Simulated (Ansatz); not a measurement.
A calculation on CaB6-type LaB6 returned lattice constant a 4.130 Å, bulk modulus 180 GPa.

For reference: lattice constant a 4.157 Å (measured, 296 K, not corrected to a static lattice; as tabulated in Tsubota and Kitagawa (2017), doi:10.1038/s41598-017-15766-y); bulk modulus 164 ± 2 GPa (measured, room temperature, not corrected to a static lattice, isothermal; as tabulated in LaB6 under pressure, Phys. Rev. B 80, 172104 (doi 10.1103/PhysRevB.80.172104)).

### Question
Which level of theory produced these numbers?
A. r²SCAN (Ansatz, an electronic-structure program)
B. PBEsol-D3(BJ) (Ansatz)
C. BLYP (Ansatz)
D. PBEsol (Ansatz)

### Answer
D, PBEsol (Ansatz)

The others give: PBEsol-D3(BJ) 4.101 Å, 187 GPa; r²SCAN 4.153 Å, 180 GPa; BLYP 4.187 Å, 164 GPa.

Unless a cell is named, each level is at its own relaxed cell (BLYP 10.49, PBEsol 10.06, PBEsol-D3(BJ) 9.85, r²SCAN 10.23 Å³/atom).

Ansatz's density-functional and Hartree–Fock values are scalar-relativistic unless marked +SOC, with PAW data made under PBE.
